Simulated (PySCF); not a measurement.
One elementary step

Start structure (BNH6, singlet), relaxed at PBE0-D4/def2-TZVP:

```xyz
8
angstrom
B -0.3436 -0.7541 -0.0905
H 0.5906 -1.5178 -0.2092
H -1.0273 -0.6731 -1.0886
H -0.9891 -0.9384 0.9185
H 0.8965 0.9717 -0.7134
N 0.3305 0.7283 0.0929
H -0.3848 1.4400 0.1996
H 0.9260 0.7571 0.9141
```

The step: BH₃ + NH₃ → BNH₄ ([BH2][NH2]) + H₂; bonds formed: H2–H5; dative contacts that become bonds: B1–N6; bonds broken: B1–H2, H5–N6. Computed with PySCF 2.14 with density fitting (its default auxiliary sets; JK sets also for MP2 and CCSD(T)) (basis: def2-TZVPP and def2-QZVPP); correlated methods freeze the cores. Extrapolation: Hartree–Fock as exp(−7.88 √X), correlation as X^−2.97. Energies below are by CCSD(T) at an estimated basis limit (MP2 extrapolated from triple and quadruple zeta, plus CCSD(T) − MP2 in triple zeta).

Question: What are the electronic barrier and the energy of the step, from the start structure to the end structure? (An estimate is asked for; the value comes from the calculation.)

Answer: By the calculation: Barrier 167.0 kJ/mol; step energy 1.2 kJ/mol (uphill); reverse barrier, their difference, 165.9 kJ/mol. Barrier and step energy count from the start structure, the reverse barrier from the end structure.

The saddle point: One imaginary mode of 1351i cm⁻¹.
```json
{"pair": "B1–N6", "start (Å)": "1.64", "saddle (Å)": "1.57", "end (Å)": "1.39"}
{"pair": "H2–H5", "start (Å)": "2.56", "saddle (Å)": "0.99", "end (Å)": "0.75"}
{"pair": "B1–H2", "start (Å)": "1.21", "saddle (Å)": "1.36", "end (Å)": "3.31"}
{"pair": "H5–N6", "start (Å)": "1.01", "saddle (Å)": "1.38", "end (Å)": "3.63"}
```

Zero-point energy (harmonic, PBE0-D4): ZPE is 183.8 kJ/mol at the start and 166.8 kJ/mol at the saddle, so the barrier goes from 167.0 to 150.1 kJ/mol.

First-order rate constant out of the start structure at 498 K by transition-state theory, with harmonic vibrational free energies alone and no tunnelling: ΔA‡ = 151.0 kJ/mol, so k = (kB T/h) exp(−ΔA‡/kB T) ≈ 10^-3 s⁻¹ (an order of magnitude at best: rotation, the number of equivalent paths and anharmonicity are left out).

No T1 diagnostic of these runs exceeds 0.014. The end structure is not quite a true minimum (one mode of 52i cm⁻¹).

The step is the kind of exchange with an N–H group that builds nitride films in atomic layer and chemical vapour deposition.

Labels in which every atom is bracketed show which atoms are joined, not bond orders.

For scale, one of the runs: CCSD(T)/def2-TZVPP, 146 basis functions, launched by `OMP_NUM_THREADS=4 python run.py`. Time: 26 s of wall clock on 4 CPU threads of an Intel Xeon 6975P-C; the host was shared. Peak host memory: 0.75 GiB.
